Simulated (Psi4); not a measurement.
**N2O (nitrous oxide): CAM-B3LYP/aug-cc-pVDZ (sweep point 5)**

Wanted: vibrational wavenumbers of N2O (nitrous oxide). 

The results are computed with Psi4 1.11.

7 further runs of the same task are left out: 7 set aside as unsound or not needed.

### Step 1. The molecule

N2O has 3 atoms, charge 0, and is taken as a singlet. SMILES: `N#[N+][O-]`. The shape was relaxed beforehand at CAM-B3LYP/aug-cc-pVDZ, straightened.

Bond lengths: N1–N2 1.126 Å, N2–O3 1.187 Å. Angles: N1–N2–O3 180.0°.

### Step 2. The harmonic vibrations at CAM-B3LYP/aug-cc-pVDZ (sweep point 5)

Input file n2o.dat:

```
memory 1.6 GB

molecule mol {
  0 1
  N      0.000000     0.000000    -1.145875
  N      0.000000     0.000000    -0.020369
  O      0.000000     0.000000     1.166244
  symmetry c1
}

set globals {
  puream                     true
  scf_type                   pk
  dft_radial_points          75
  dft_spherical_points       302
  rotational_symmetry_number 1
}

e, wfn = frequency('cam-b3lyp/aug-cc-pVDZ', return_wfn=True)
```

Run with:

```sh
$ psi4 n2o.dat n2o.out -n 1
```

n2o.out:

```text
[...]
  Running in c1 symmetry.
[...]
  Nuclear repulsion =   60.828563824647958
[...]
  Multiplicity = 1
[...]
  Nalpha       = 11
  Nbeta        = 11
[...]
    Number of basis functions: 69
[...]
   @RKS iter   1:  -184.53383203815238   -3.42898e-01   7.02817e-03 ADIIS/DIIS
[...]
   @RKS iter  11:  -184.62106647892418   -3.41061e-13   8.72560e-10 DIIS
[...]
    Orbital Energies [Eh]
    ---------------------
    Doubly Occupied:
       1A    -19.328526     2A    -14.654149     3A    -14.521208
       4A     -1.340910     5A     -1.182417     6A     -0.685313
       7A     -0.648393     8A     -0.648393     9A     -0.558760
      10A     -0.413677    11A     -0.413677
[...]
  @RKS Final Energy:  -184.62106647892418
   => Energetics <=
    Nuclear Repulsion Energy =             60.8409022248182225
    One-Electron Energy =                -370.8623407460486305
    Two-Electron Energy =                 141.8062765396159648
    DFT Exchange-Correlation Energy =     -16.4059044973097663
    Empirical Dispersion Energy =           0.0000000000000000
    VV10 Nonlocal Energy =                  0.0000000000000000
    Total Energy =                       -184.6210664789241775
[...]
 Multipole Moments:
 ------------------------------------------------------------------------------------
     Multipole            Electronic (a.u.)      Nuclear  (a.u.)        Total (a.u.)
 ------------------------------------------------------------------------------------
 L = 1.  Multiply by 2.5417464519 to convert [e a0] to [Debye]
 Dipole X            :         -0.0000000            0.0000000           -0.0000000
 Dipole Y            :         -0.0000000            0.0000000           -0.0000000
 Dipole Z            :         -0.0764038            0.0090405           -0.0673633
 Magnitude           :                                                    0.0673633
[...]
  -Total Gradient:
     Atom            X                  Y                   Z
    ------   -----------------  -----------------  -----------------
       1        0.000000000000    -0.000000000000    -0.001146296348
       2       -0.000000000000     0.000000000000     0.002556476700
       3       -0.000000000000     0.000000000000    -0.001411920221
[...]
  ==> Harmonic Vibrational Analysis <==
[...]
  Freq [cm^-1]                 608.3166            608.3166           1356.7611
[...]
  IR activ [km/mol]             5.6564              5.6564             81.1128
[...]
  Freq [cm^-1]                2400.5886
[...]
  IR activ [km/mol]            422.2034
[...]
  Total E_0, Enthalpy at 0 [K]                                                         -184.60973676 [Eh]
[...]
  Total H, Enthalpy at  298.15 [K]                                                     -184.60611226 [Eh]
[...]
  Total G, Gibbs energy at  298.15 [K]                                                 -184.63104182 [Eh]
[...]
```

On the terminal:

```text
Warning: used thermodynamics relations inappropriate for low-frequency modes: ['608.3166' '608.3166']
```

Run time: 2 min. Hardware: 1 thread of Intel Xeon Platinum 8259CL at 2.50GHz (Skylake/Cascade Lake), shared host; peak memory 0.45 GiB.

### Step 3. Summary of results

At CAM-B3LYP/aug-cc-pVDZ (sweep point 5):

```
                                                 quantity             value
                                             total energy     -184.62107 Eh
                                            dipole moment            0.18 D
                               lowest harmonic wavenumber          608 cm⁻¹
                              highest harmonic wavenumber         2401 cm⁻¹
                                        zero-point energy       29.8 kJ/mol
ideal-gas entropy at 298.15 K (symmetry number 1 as used)  52.5 cal/(mol K)
```

In words: All 4 modes are real, so the shape is a minimum at this level.
